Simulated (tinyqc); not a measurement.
Inside a calculation. Method: CIS on RHF in the sto-3g basis, frozen core, for H2O, spin multiplicity 1. Computed by tinyqc, a small Python program that keeps every step (integrals from PySCF). Settings: charge = 0, multiplicity = 1, basis = sto-3g, method = RHF, frozen orbitals = 1, energy threshold = 1e-10, iteration cap = 63, orthogonalisation = symmetric, start = atomic densities, DIIS depth = 6. Command: `OMP_NUM_THREADS=1 python tinyqc.py 29029 29030 out.jsonl` (the two numbers bound the seeds that draw the settings). One thread of a shared host (Intel(R) Xeon(R) Processor @ 2.60GHz), about 0.09 s of CPU time with the checks. The early iterations of the SCF are left out here.

## One-electron integrals

Geometry (angstrom):
```
atom        x         y        z
O     0.00000   0.00000  0.00000
H     0.00000   0.72700  0.60100
H     0.00000  -0.72700  0.60100
```

Basis sto-3g: exponents (1/bohr^2) and contraction coefficients of normalised primitives:
```
element  l (shell)   exponent  coefficient
O            s (1)  130.70932      0.15433
O            s (1)   23.80886      0.53533
O            s (1)    6.44361      0.44463
O            s (2)    5.03315     -0.09997
O            s (2)    1.16960      0.39951
O            s (2)    0.38039      0.70012
O            p (3)    5.03315      0.15592
O            p (3)    1.16960      0.60768
O            p (3)    0.38039      0.39196
H            s (1)    3.42525      0.15433
H            s (1)    0.62391      0.53533
H            s (1)    0.16886      0.44463
```

Overlap, kinetic and nuclear-attraction integrals over the contracted functions; the nuclear repulsion is the sum of Za Zb / Rab.

nuclear repulsion = 9.3401350 hartree

overlap S, lower triangle:
```
          1O 1s    1O 2s   1O 2px    1O 2py   1O 2pz    2H 1s    3H 1s
1O 1s   1.00000
1O 2s   0.23670  1.00000
1O 2px  0.00000  0.00000  1.00000
1O 2py  0.00000  0.00000  0.00000   1.00000
1O 2pz  0.00000  0.00000  0.00000   0.00000  1.00000
2H 1s   0.05579  0.48400  0.00000   0.30695  0.25375  1.00000
3H 1s   0.05579  0.48400  0.00000  -0.30695  0.25375  0.27415  1.00000
```

kinetic energy T (hartree), lower triangle:
```
           1O 1s    1O 2s   1O 2px    1O 2py   1O 2pz    2H 1s    3H 1s
1O 1s   29.00320
1O 2s   -0.16801  0.80813
1O 2px   0.00000  0.00000  2.52873
1O 2py   0.00000  0.00000  0.00000   2.52873
1O 2pz   0.00000  0.00000  0.00000   0.00000  2.52873
2H 1s   -0.00149  0.13542  0.00000   0.22747  0.18804  0.76003
3H 1s   -0.00149  0.13542  0.00000  -0.22747  0.18804  0.01387  0.76003
```

nuclear attraction V (hartree), lower triangle:
```
            1O 1s      1O 2s    1O 2px     1O 2py     1O 2pz     2H 1s     3H 1s
1O 1s   -61.74048
1O 2s    -7.44867  -10.15773
1O 2px    0.00000    0.00000  -9.99845
1O 2py    0.00000    0.00000   0.00000  -10.15185
1O 2pz   -0.02037   -0.23833   0.00000    0.00000  -10.10329
2H 1s    -1.80776   -3.97121   0.00000   -2.23954   -1.93344  -5.90451
3H 1s    -1.80776   -3.97121   0.00000    2.23954   -1.93344  -1.76804  -5.90451
```

core Hamiltonian H = T + V (hartree), lower triangle:
```
            1O 1s     1O 2s    1O 2px    1O 2py    1O 2pz     2H 1s     3H 1s
1O 1s   -32.73728
1O 2s    -7.61668  -9.34960
1O 2px    0.00000   0.00000  -7.46972
1O 2py    0.00000   0.00000   0.00000  -7.62312
1O 2pz   -0.02037  -0.23833   0.00000   0.00000  -7.57456
2H 1s    -1.80925  -3.83579   0.00000  -2.01207  -1.74540  -5.14448
3H 1s    -1.80925  -3.83579   0.00000   2.01207  -1.74540  -1.75417  -5.14448
```

## Two-electron integrals

Functions are numbered as in S; the eight-fold symmetry (ij|kl) = (ji|kl) = (kl|ij) leaves the list below.

Two-electron integrals (ij|kl) in chemists' order, unique and non-zero (hartree):
```
(11|11) 4.78507    (21|11) 0.74138    (21|21) 0.13687    (22|11) 1.11895
(22|21) 0.25663    (22|22) 0.81721    (31|31) 0.02448    (32|31) 0.03781
(32|32) 0.18052    (33|11) 1.11581    (33|21) 0.25668    (33|22) 0.81702
(33|33) 0.88016    (41|41) 0.02448    (42|41) 0.03781    (42|42) 0.18052
(43|43) 0.04744    (44|11) 1.11581    (44|21) 0.25668    (44|22) 0.81702
(44|33) 0.78527    (44|44) 0.88016    (51|51) 0.02448    (52|51) 0.03781
(52|52) 0.18052    (53|53) 0.04744    (54|54) 0.04744    (55|11) 1.11581
(55|21) 0.25668    (55|22) 0.81702    (55|33) 0.78527    (55|44) 0.78527
(55|55) 0.88016    (61|11) 0.17765    (61|21) 0.03250    (61|22) 0.06048
(61|33) 0.06037    (61|41) 0.00115    (61|42) 0.00214    (61|44) 0.06057
(61|51) 0.00095    (61|52) 0.00177    (61|54) 0.00017    (61|55) 0.06051
(61|61) 0.00782    (62|11) 0.41343    (62|21) 0.09593    (62|22) 0.33602
(62|33) 0.33047    (62|41) 0.00552    (62|42) 0.04139    (62|44) 0.34017
(62|51) 0.00456    (62|52) 0.03422    (62|54) 0.00802    (62|55) 0.33710
(62|61) 0.02318    (62|62) 0.16817    (63|31) 0.01026    (63|32) 0.05891
(63|43) 0.00870    (63|53) 0.00719    (63|63) 0.02455    (64|11) 0.22320
(64|21) 0.05248    (64|22) 0.19637    (64|33) 0.18737    (64|41) 0.01292
(64|42) 0.08197    (64|44) 0.21034    (64|51) 0.00220    (64|52) 0.01906
(64|54) 0.01180    (64|55) 0.19118    (64|61) 0.01327    (64|62) 0.11938
(64|64) 0.10836    (65|11) 0.18452    (65|21) 0.04339    (65|22) 0.16233
(65|33) 0.15490    (65|41) 0.00220    (65|42) 0.01906    (65|44) 0.15950
(65|51) 0.01208    (65|52) 0.07467    (65|54) 0.01251    (65|55) 0.17242
(65|61) 0.01097    (65|62) 0.09869    (65|64) 0.06928    (65|65) 0.08183
(66|11) 0.53866    (66|21) 0.12702    (66|22) 0.50832    (66|33) 0.48760
(66|41) 0.00984    (66|42) 0.10024    (66|44) 0.52416    (66|51) 0.00814
(66|52) 0.08287    (66|54) 0.03023    (66|55) 0.51258    (66|61) 0.03101
(66|62) 0.31395    (66|64) 0.25466    (66|65) 0.21052    (66|66) 0.77461
(71|11) 0.17765    (71|21) 0.03250    (71|22) 0.06048    (71|33) 0.06037
(71|41) -0.00115   (71|42) -0.00214   (71|44) 0.06057    (71|51) 0.00095
(71|52) 0.00177    (71|54) -0.00017   (71|55) 0.06051    (71|61) 0.00770
(71|62) 0.02250    (71|64) 0.01172    (71|65) 0.01065    (71|66) 0.02972
(71|71) 0.00782    (72|11) 0.41343    (72|21) 0.09593    (72|22) 0.33602
(72|33) 0.33047    (72|41) -0.00552   (72|42) -0.04139   (72|44) 0.34017
(72|51) 0.00456    (72|52) 0.03422    (72|54) -0.00802   (72|55) 0.33710
(72|61) 0.02250    (72|62) 0.13908    (72|64) 0.06755    (72|65) 0.07947
(72|66) 0.21657    (72|71) 0.02318    (72|72) 0.16817    (73|31) 0.01026
(73|32) 0.05891    (73|43) -0.00870   (73|53) 0.00719    (73|63) 0.01972
(73|73) 0.02455    (74|11) -0.22320   (74|21) -0.05248   (74|22) -0.19637
(74|33) -0.18737   (74|41) 0.01292    (74|42) 0.08197    (74|44) -0.21034
(74|51) -0.00220   (74|52) -0.01906   (74|54) 0.01180    (74|55) -0.19118
(74|61) -0.01172   (74|62) -0.06755   (74|64) -0.01346   (74|65) -0.03767
(74|66) -0.09156   (74|71) -0.01327   (74|72) -0.11938   (74|74) 0.10836
(75|11) 0.18452    (75|21) 0.04339    (75|22) 0.16233    (75|33) 0.15490
(75|41) -0.00220   (75|42) -0.01906   (75|44) 0.15950    (75|51) 0.01208
(75|52) 0.07467    (75|54) -0.01251   (75|55) 0.17242    (75|61) 0.01065
(75|62) 0.07947    (75|64) 0.03767    (75|65) 0.06444    (75|66) 0.13612
(75|71) 0.01097    (75|72) 0.09869    (75|74) -0.06928   (75|75) 0.08183
(76|11) 0.17501    (76|21) 0.04098    (76|22) 0.15542    (76|33) 0.15175
(76|44) 0.15462    (76|51) 0.00308    (76|52) 0.02728    (76|55) 0.15972
(76|61) 0.00981    (76|62) 0.07744    (76|64) 0.04720    (76|65) 0.05108
(76|66) 0.14894    (76|71) 0.00981    (76|72) 0.07744    (76|74) -0.04720
(76|75) 0.05108    (76|76) 0.04310    (77|11) 0.53866    (77|21) 0.12702
(77|22) 0.50832    (77|33) 0.48760    (77|41) -0.00984   (77|42) -0.10024
(77|44) 0.52416    (77|51) 0.00814    (77|52) 0.08287    (77|54) -0.03023
(77|55) 0.51258    (77|61) 0.02972    (77|62) 0.21657    (77|64) 0.09156
(77|65) 0.13612    (77|66) 0.35555    (77|71) 0.03101    (77|72) 0.31395
(77|74) -0.25466   (77|75) 0.21052    (77|76) 0.14894    (77|77) 0.77461
```

## Orthogonalisation

S = U s U^T; symmetric (Loewdin) form X = U s^(-1/2) U^T, so that X^T S X = 1.

eigenvalues of S: 0.33282  0.40771  0.88294  1.00000  1.09600  1.31815  1.96239

X, lower triangle:
```
           1O 1s     1O 2s   1O 2px    1O 2py    1O 2pz     2H 1s    3H 1s
1O 1s    1.02425
1O 2s   -0.14404   1.25798
1O 2px   0.00000   0.00000  1.00000
1O 2py   0.00000   0.00000  0.00000   1.11391
1O 2pz  -0.01092   0.12128  0.00000   0.00000   1.06231
2H 1s    0.02215  -0.30365  0.00000  -0.23436  -0.15653   1.22268
3H 1s    0.02215  -0.30365  0.00000   0.23436  -0.15653  -0.10054  1.22268
```

## Iteration 7 (converged): orbitals

converged F (hartree), lower triangle:
```
            1O 1s     1O 2s    1O 2px    1O 2py    1O 2pz     2H 1s     3H 1s
1O 1s   -20.23609
1O 2s    -5.16394  -2.45386
1O 2px    0.00000   0.00000  -0.39490
1O 2py    0.00000   0.00000   0.00000  -0.32607
1O 2pz   -0.03009  -0.13798   0.00000   0.00000  -0.36491
2H 1s    -1.23550  -1.05107   0.00000  -0.39093  -0.38693  -0.60188
3H 1s    -1.23550  -1.05107   0.00000   0.39093  -0.38693  -0.42831  -0.60188
```

Diagonalise F' = X^T F X, C = X C', fill 5 alpha and 5 beta electrons from the bottom; D = 2 C_occ C_occ^T. Each column has its largest component positive (the first on a tie).

F' = X^T F X (hartree), lower triangle:
```
           1         2         3         4         5         6        7
1  -19.85574
2   -2.69455  -1.22126
3    0.00000   0.00000  -0.39490
4    0.00000   0.00000   0.00000  -0.01544
5   -0.05624   0.11998   0.00000   0.00000  -0.19325
6   -0.19864  -0.52905   0.00000  -0.48020  -0.34719   0.02621
7   -0.19864  -0.52905   0.00000   0.48020  -0.34719  -0.11898  0.02621
```

orbital energies (hartree): MO1 -20.24496, MO2 -1.28028, MO3 -0.61897, MO4 -0.46349, MO5 -0.39490, MO6 0.62570, MO7 0.74871

coefficients C:
```
             MO1       MO2       MO3       MO4      MO5       MO6       MO7
1O 1s    0.99410  -0.23192   0.00000   0.10632  0.00000  -0.13267   0.00000
1O 2s    0.02681   0.82737   0.00000  -0.55272  0.00000   0.90090   0.00000
1O 2px   0.00000   0.00000   0.00000   0.00000  1.00000   0.00000   0.00000
1O 2py   0.00000   0.00000   0.61246   0.00000  0.00000   0.00000   0.98769
1O 2pz   0.00461   0.13865   0.00000   0.76824  0.00000   0.76348   0.00000
2H 1s   -0.00610   0.15901   0.44637   0.27625  0.00000  -0.80321  -0.85506
3H 1s   -0.00610   0.15901  -0.44637   0.27625  0.00000  -0.80321   0.85506
```

D after iteration 7, lower triangle:
```
           1O 1s     1O 2s   1O 2px    1O 2py   1O 2pz     2H 1s    3H 1s
1O 1s    2.10666
1O 2s   -0.44798   1.98153
1O 2px   0.00000   0.00000  2.00000
1O 2py   0.00000   0.00000  0.00000   0.75020
1O 2pz   0.10820  -0.61956  0.00000   0.00000  1.21888
2H 1s   -0.02714  -0.04258  0.00000   0.54676  0.46849   0.60175
3H 1s   -0.02714  -0.04258  0.00000  -0.54676  0.46849  -0.19522  0.60175
```

## Convergence

Stop when the energy changes by less than 1e-10 hartree and every element of the error matrix X^T (F D S - S D F) X is below 3e-06.

Course of the cycle:
```
iteration  E (hartree)     change  largest element of the error matrix
1          -75.5403138          -                             1.40e+00
2          -74.9266987   6.14e-01                             1.87e-01
3          -74.9603647  -3.37e-02                             2.03e-02
4          -74.9607727  -4.08e-04                             4.11e-03
5          -74.9607963  -2.36e-05                             1.36e-04
6          -74.9607963  -5.13e-08                             6.89e-06
7          -74.9607963  -4.40e-11                             3.55e-07
```

PySCF RHF in the same basis = -74.9607963 hartree

Converged in 7 iterations.

## Integrals over molecular orbitals

(pq|rs) = sum C_ip C_jq C_kr C_ls (ij|kl), one index at a time.

one-electron integrals over orbitals h = C^T H C (hartree), lower triangle:
```
           1         2         3         4         5         6         7
1  -32.71954
2    0.55605  -7.69146
3    0.00000   0.00000  -6.41068
4   -0.24360   0.42502   0.00000  -7.00694
5    0.00000   0.00000   0.00000   0.00000  -7.46972
6    0.30492  -1.39832   0.00000  -1.07164   0.00000  -5.37141
7    0.00000   0.00000  -1.69011   0.00000   0.00000   0.00000  -5.59705
```

Two-electron integrals over orbitals (pq|rs), unique and non-zero (hartree); the lowest 1 orbital is frozen and left out:
```
(22|22) 0.73113    (32|32) 0.14526    (33|22) 0.65036    (33|33) 0.63870
(42|22) 0.00752    (42|33) 0.00691    (42|42) 0.12236    (43|32) 0.01815
(43|43) 0.04723    (44|22) 0.67389    (44|33) 0.60198    (44|42) -0.10431
(44|44) 0.78560    (52|52) 0.14365    (53|53) 0.02923    (54|52) -0.04813
(54|54) 0.05707    (55|22) 0.74689    (55|33) 0.63328    (55|42) -0.06885
(55|44) 0.72983    (55|55) 0.88016    (62|22) 0.14476    (62|33) 0.07886
(62|42) 0.01945    (62|44) 0.08815    (62|55) 0.15983    (62|62) 0.10326
(63|32) -0.03738   (63|43) -0.02717   (63|63) 0.06788    (64|22) 0.09260
(64|33) 0.04360    (64|42) -0.03392   (64|44) 0.12210    (64|55) 0.11506
(64|62) 0.05985    (64|64) 0.06862    (65|52) 0.05908    (65|54) -0.00237
(65|65) 0.03890    (66|22) 0.62052    (66|33) 0.57549    (66|42) 0.05842
(66|44) 0.55201    (66|55) 0.59332    (66|62) 0.09958    (66|64) 0.04415
(66|66) 0.60186    (72|32) 0.03795    (72|43) -0.03545   (72|63) 0.03603
(72|72) 0.06104    (73|22) 0.13332    (73|33) 0.09023    (73|42) -0.07815
(73|44) 0.15907    (73|55) 0.18762    (73|62) 0.07683    (73|64) 0.07848
(73|66) 0.03744    (73|73) 0.15296    (74|32) -0.07862   (74|43) 0.00340
(74|63) 0.04289    (74|72) -0.01602   (74|74) 0.07019    (75|53) 0.02357
(75|75) 0.02397    (76|32) 0.09800    (76|43) 0.04611    (76|63) -0.06138
(76|72) -0.01181   (76|74) -0.05808   (76|76) 0.11358    (77|22) 0.62520
(77|33) 0.61389    (77|42) -0.01172   (77|44) 0.60839    (77|55) 0.62419
(77|62) 0.06911    (77|64) 0.03992    (77|66) 0.56950    (77|73) 0.08918
(77|77) 0.62033
```

## CIS matrix, singlets

A(ia,jb) = (e_a - e_i) d_ij d_ab + 2 (ia|jb) - (ij|ab).

CIS matrix A, singlet (hartree), lower triangle:
```
         2>6       2>7      3>6      3>7      4>6      4>7      5>6      5>7
2>6  1.49197
2>7  0.00000   1.52586
3>6  0.00000  -0.02595  0.80493
3>7  0.05566   0.00000  0.00000  1.05971
4>6  0.06127   0.00000  0.00000  0.11084  0.67441
4>7  0.00000  -0.02033  0.03966  0.00000  0.00000  0.74420
5>6  0.00000   0.00000  0.00000  0.00000  0.00000  0.00000  0.50508
5>7  0.00000   0.00000  0.00000  0.00000  0.00000  0.00000  0.00000  0.56735
```

## CIS singlet states

dipole integrals <i|r|a> (bohr):
```
           x         y         z
2>6  0.00000   0.00000  -0.12991
2>7  0.00000  -0.14281   0.00000
3>6  0.00000  -0.79090   0.00000
3>7  0.00000   0.00000  -0.65461
4>6  0.00000   0.00000  -0.50027
4>7  0.00000  -0.65578   0.00000
5>6  0.07130   0.00000   0.00000
5>7  0.00000   0.00000   0.00000
```

Diagonalise A (1 hartree = 27.211386 eV); each vector has its largest component positive (the first on a tie). The transition dipole is mu = sqrt2 sum c_ia <i|r|a>.

singlet excitation energies (eV): 13.74392  15.43839  17.48072  19.71616  22.39598  29.32723  40.97853  41.56264

lowest vectors:
```
     state 1  state 2   state 3   state 4  state 5   state 6
2>6  0.00000  0.00000  -0.05337   0.00000  0.00000  -0.16388
2>7  0.00000  0.00000   0.00000   0.00852  0.04583   0.00000
3>6  0.00000  0.00000   0.00000  -0.44025  0.89709   0.00000
3>7  0.00000  0.00000  -0.24970   0.00000  0.00000   0.95730
4>6  0.00000  0.00000   0.96685   0.00000  0.00000   0.23818
4>7  0.00000  0.00000   0.00000   0.89783  0.43946   0.00000
5>6  1.00000  0.00000   0.00000   0.00000  0.00000   0.00000
5>7  0.00000  1.00000   0.00000   0.00000  0.00000   0.00000
```

oscillator strengths 2/3 w |mu|^2: 0.00342  0.00000  0.08408  0.05648  1.10672  0.75433

## CIS matrix, triplets

A(ia,jb) = (e_a - e_i) d_ij d_ab - (ij|ab).

CIS matrix A, triplet (hartree), lower triangle:
```
          2>6       2>7       3>6       3>7      4>6      4>7      5>6      5>7
2>6   1.28546
2>7   0.00000   1.40378
3>6   0.00000  -0.09800   0.66917
3>7  -0.09800   0.00000   0.00000   0.75379
4>6  -0.05842   0.00000   0.00000  -0.04611  0.53718
4>7   0.00000   0.01172  -0.04611   0.00000  0.00000  0.60381
5>6   0.00000   0.00000   0.00000   0.00000  0.00000  0.00000  0.42727
5>7   0.00000   0.00000   0.00000   0.00000  0.00000  0.00000  0.00000  0.51941
```

## CIS triplet states

Diagonalise A (1 hartree = 27.211386 eV); each vector has its largest component positive (the first on a tie).

triplet excitation energies (eV): 11.62673  14.13397  14.14335  15.73836  18.54109  20.42282  35.54197  38.55889

lowest vectors:
```
     state 1  state 2  state 3  state 4   state 5   state 6
2>6  0.00000  0.00000  0.10369  0.00000   0.00000   0.14837
2>7  0.00000  0.00000  0.00000  0.04599   0.12480   0.00000
3>6  0.00000  0.00000  0.00000  0.49136   0.86101   0.00000
3>7  0.00000  0.00000  0.23391  0.00000   0.00000   0.95744
4>6  0.00000  0.00000  0.96671  0.00000   0.00000  -0.24758
4>7  0.00000  0.00000  0.00000  0.86974  -0.49303   0.00000
5>6  1.00000  0.00000  0.00000  0.00000   0.00000   0.00000
5>7  0.00000  1.00000  0.00000  0.00000   0.00000   0.00000
```
